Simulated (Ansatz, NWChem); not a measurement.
CH4S (methanethiol): from total energies to a heat of formation

CH4S has 6 atoms, charge 0, and is taken as a singlet. SMILES: `CS`. The shape is that of a PBE0-D4/def2-TZVP optimisation.

```
atom    x (Å)    y (Å)    z (Å)
   C  -0.1447  -0.2825  -0.3751
   S   0.5650   0.0420   1.2537
   H  -1.1836   0.0404  -0.4300
   H  -0.1094  -1.3634  -0.5119
   H   0.4390   0.1865  -1.1662
   H   0.4337   1.3771   1.2295
```

Total energies at B3LYP/6-31G* (spherical functions) (NWChem 7.3.0); the atoms run unrestricted:

```
species    state  energy (Eh)
   CH4S  singlet  -438.694350
      C  triplet   -37.844694
      S  triplet  -398.101916
      H  doublet    -0.500273
```

Harmonic wavenumbers at PBE0-D4/def2-TZVP, in cm⁻¹: 244, 731, 804, 972, 1099, 1353, 1466, 1481, 2714, 3068, 3158, 3161.

Measured heats of formation of the gaseous atoms at 298.15 K, in kJ/mol: C 716.9, S 277.0, H 218.0. Spin-orbit lowering of the atoms at 298 K (mean of the ground term's levels less their thermal mean, from spectra), in kJ/mol: C 0.02, S 1.88. Take 1 Eh = 2625.50 kJ/mol, 1 cm⁻¹ = 0.0119627 kJ/mol, RT = 2.479 kJ/mol.

Problem. What heat of formation follows?

Solution. 
1. Electronic atomisation energy: (-37.844694) + (-398.101916) + 4 × (-0.500273) − (-438.694350) = 0.746648 Eh = 1960.3 kJ/mol.
2. Zero-point energy: half the sum of the wavenumbers, 10125.5 cm⁻¹ = 121.1 kJ/mol.
3. Thermal vibrational enthalpy, Σ hcν̃/(exp(hcν̃/kT) − 1): 2.0 kJ/mol. Translation, rotation and pV of a non-linear molecule: 4 RT = 9.9 kJ/mol.
4. The 6 free atoms carry 5/2 RT each: 37.2 kJ/mol.
5. Spin-orbit coupling lowers the free atoms by 0.02 + 1.88 = 1.9 kJ/mol.
6. Atomisation enthalpy at 298 K: 1960.3 − 1.9 − 121.1 − 2.0 − 9.9 + 37.2 = 1862.6 kJ/mol.
7. Sum of the atoms' heats of formation: 1865.9 kJ/mol. Heat of formation: 1865.9 − 1862.6 = +3.3 kJ/mol.

The tabulated value is -22.9 kJ/mol (CRC Handbook of Chemistry and Physics), so this level is off by +26.2 kJ/mol, or 1.4 % of the atomisation enthalpy that the table implies (1888.8 kJ/mol). Anharmonicity and any spin-orbit splitting of the molecule are left out.
